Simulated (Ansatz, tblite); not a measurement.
Breaking a bond: LiH, singlet.

Levels: GFN2-xTB, 300 K electronic temperature (tblite); RKS-CAM-B3LYP = restricted CAM-B3LYP/aug-cc-pVTZ run with Ansatz (a first-principles code); RKS-BLYP = restricted BLYP/aug-cc-pVTZ (Ansatz).

Total energies in hartree (comparable only within one method and basis):

```json
[
 {"R / Å": "1.21", "GFN2-xTB": "-0.77952", "RKS-CAM-B3LYP": "-8.03552", "RKS-BLYP": "-8.04304"},
 {"R / Å": "1.28", "GFN2-xTB": "-0.78254", "RKS-CAM-B3LYP": "-8.04667", "RKS-BLYP": "-8.05420"},
 {"R / Å": "1.35", "GFN2-xTB": "-0.78372", "RKS-CAM-B3LYP": "-8.05439", "RKS-BLYP": "-8.06196"},
 {"R / Å": "1.44", "GFN2-xTB": "-0.78331", "RKS-CAM-B3LYP": "-8.06042", "RKS-BLYP": "-8.06810"},
 {"R / Å": "1.50", "GFN2-xTB": "-0.78215", "RKS-CAM-B3LYP": "-8.06254", "RKS-BLYP": "-8.07032"},
 {"R / Å": "1.52", "GFN2-xTB": "-0.78164", "RKS-CAM-B3LYP": "-8.06297", "RKS-BLYP": "-8.07078"},
 {"R / Å": "1.60", "GFN2-xTB": "-0.77910", "RKS-CAM-B3LYP": "-8.06352", "RKS-BLYP": "-8.07152"},
 {"R / Å": "1.64", "GFN2-xTB": "-0.77758", "RKS-CAM-B3LYP": "-8.06320", "RKS-BLYP": "-8.07131"},
 {"R / Å": "1.68", "GFN2-xTB": "-0.77593", "RKS-CAM-B3LYP": "-8.06256", "RKS-BLYP": "-8.07079"},
 {"R / Å": "1.76", "GFN2-xTB": "-0.77231", "RKS-CAM-B3LYP": "-8.06047", "RKS-BLYP": "-8.06897"},
 {"R / Å": "1.87", "GFN2-xTB": "-0.76687", "RKS-CAM-B3LYP": "-8.05627", "RKS-BLYP": "-8.06520"},
 {"R / Å": "1.98", "GFN2-xTB": "-0.76136", "RKS-CAM-B3LYP": "-8.05102", "RKS-BLYP": "-8.06046"},
 {"R / Å": "2.15", "GFN2-xTB": "-0.75276", "RKS-CAM-B3LYP": "-8.04176", "RKS-BLYP": "-8.05212"},
 {"R / Å": "2.44", "GFN2-xTB": "-0.73540", "RKS-CAM-B3LYP": "-8.02485", "RKS-BLYP": "-8.03715"},
 {"R / Å": "2.64", "GFN2-xTB": "-0.72328", "RKS-CAM-B3LYP": "-8.01338", "RKS-BLYP": "-8.02723"},
 {"R / Å": "2.91", "GFN2-xTB": "-0.70744", "RKS-CAM-B3LYP": "-7.99884", "RKS-BLYP": "-8.01505"},
 {"R / Å": "3.17", "GFN2-xTB": "-0.69319", "RKS-CAM-B3LYP": "-7.98615", "RKS-BLYP": "-8.00486"},
 {"R / Å": "3.57", "GFN2-xTB": "-0.67385", "RKS-CAM-B3LYP": "-7.96934", "RKS-BLYP": "-7.99218"},
 {"R / Å": "3.94", "GFN2-xTB": "-0.65908", "RKS-CAM-B3LYP": "-7.95653", "RKS-BLYP": "-7.98329"},
 {"R / Å": "4.32", "GFN2-xTB": "-0.64706", "RKS-CAM-B3LYP": "-7.94575", "RKS-BLYP": "-7.97642"},
 {"R / Å": "4.74", "GFN2-xTB": "-0.63715", "RKS-CAM-B3LYP": "-7.93617", "RKS-BLYP": "-7.97086"},
 {"R / Å": "5.56", "GFN2-xTB": "—", "RKS-CAM-B3LYP": "-7.92272", "RKS-BLYP": "-7.96410"},
 {"R / Å": "6.33", "GFN2-xTB": "—", "RKS-CAM-B3LYP": "-7.91444", "RKS-BLYP": "-7.96067"}
]
```

Dashes: no converged value, or the column stops at the first point that the program doubted or that broke a chosen test of continuity, which isn't proof of a fault.

The restricted form behind RKS-CAM-B3LYP, RKS-BLYP keeps the bonding electrons paired and can't separate into open-shell fragments.
